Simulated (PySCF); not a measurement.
C3H8, optimised at GFN2-xTB:

```xyz
11

C      1.1778     0.4644    -0.0931
C      0.1059    -0.6174    -0.0459
C     -1.2889    -0.0210     0.0973
H      2.1664     0.0225    -0.1954
H      1.0100     1.1298    -0.9374
H      1.1596     1.0582     0.8184
H      0.3023    -1.2855     0.7957
H      0.1527    -1.2140    -0.9598
H     -2.0416    -0.8055     0.1294
H     -1.3613     0.5621     1.0129
H     -1.5109     0.6337    -0.7429
```

Computed with PySCF (xtb for GFN2) and rigid-rotor harmonic-oscillator thermochemistry at 1 bar. 6-31G* has spherical d functions here. All species are closed-shell singlets. B3LYP is the form with VWN-RPA correlation.

**Question.** List the harmonic frequencies (cm⁻¹, unscaled) at this level and at the other levels, each on its own geometry.

**Answer.** 
- GFN2-xTB: 207, 257, 374, 794, 928, 935, 952, 1117, 1168, 1208, 1272, 1345, 1413, 1421, 1499, 1500, 1504, 1510, 1511, 2967, 2982, 3027, 3028, 3032, 3036, 3037, 3037
- B3LYP/6-31G*: 225, 275, 367, 758, 880, 920, 941, 1067, 1190, 1229, 1332, 1387, 1434, 1450, 1521, 1521, 1529, 1539, 1545, 3034, 3038, 3042, 3059, 3098, 3108, 3109, 3111
- HF/6-31G*: 234, 294, 393, 808, 930, 985, 1014, 1128, 1286, 1331, 1436, 1504, 1562, 1572, 1636, 1637, 1643, 1653, 1659, 3190, 3191, 3198, 3214, 3246, 3255, 3259, 3262
- PBE/def2-SVP: 227, 273, 358, 730, 869, 876, 897, 1057, 1131, 1155, 1262, 1303, 1346, 1354, 1411, 1413, 1422, 1429, 1436, 2961, 2962, 2964, 2999, 3042, 3048, 3054, 3055
- PBE0/def2-TZVP: 222, 272, 365, 748, 892, 907, 928, 1083, 1179, 1210, 1315, 1363, 1399, 1413, 1481, 1483, 1489, 1499, 1504, 3039, 3039, 3042, 3066, 3106, 3116, 3117, 3120
